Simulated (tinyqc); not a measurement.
Stretching all distances: RHF, UHF, MP2, CISD and CCSD against full CI in the sto-3g basis, for H2O, spin multiplicity 1. Computed by the program tinyqc with PySCF. 

Geometry (angstrom):
```
atom       x        y       z
O     0.0000   0.0000  0.0000
H     0.0000   0.7190  0.5560
H     0.0000  -0.7190  0.5560
```

All coordinates are multiplied by the scale. c0^2 is the weight of the RHF determinant in the lowest singlet FCI state (UHF is spin-contaminated and may lie near states of higher spin) and n(LUMO) the first natural occupation beyond the occupied space.

Full CI energy (hartree) and errors against it (kcal/mol):
```
scale  distance 1-2 (angstrom)     E(FCI)      RHF     UHF     MP2    CISD    CCSD  <S^2> UHF   c0^2  n(LUMO)
0.920                    0.836  -74.93229   22.639  22.639   5.857   0.202   0.045      0.000  0.984    0.016
1.200                    1.091  -75.01433   43.431  43.431  13.284   1.039   0.133      0.000  0.954    0.047
1.470                    1.336  -74.93484   76.404  70.389  25.673   4.304   0.409      0.533  0.885    0.124
1.740                    1.581  -74.84620  123.329  50.180  42.789  13.009   0.509      1.442  0.760    0.270
2.020                    1.836  -74.78397  184.506  22.660  61.969  28.840  -3.243      1.791  0.582    0.488
```

UHF parts from RHF first at scale 1.47 of those listed, where <S^2> leaves zero. The weight c0^2 goes from 0.98 to 0.58 and n(LUMO) from 0.02 to 0.49: static correlation grows as the bonds break into open-shell fragments. The spread of the error along the curve, which distorts its shape, is CCSD 3.8, CISD 28.6, UHF 47.7, MP2 56.1, RHF 161.9 kcal/mol. Below FCI somewhere: CCSD, as non-variational methods may be.
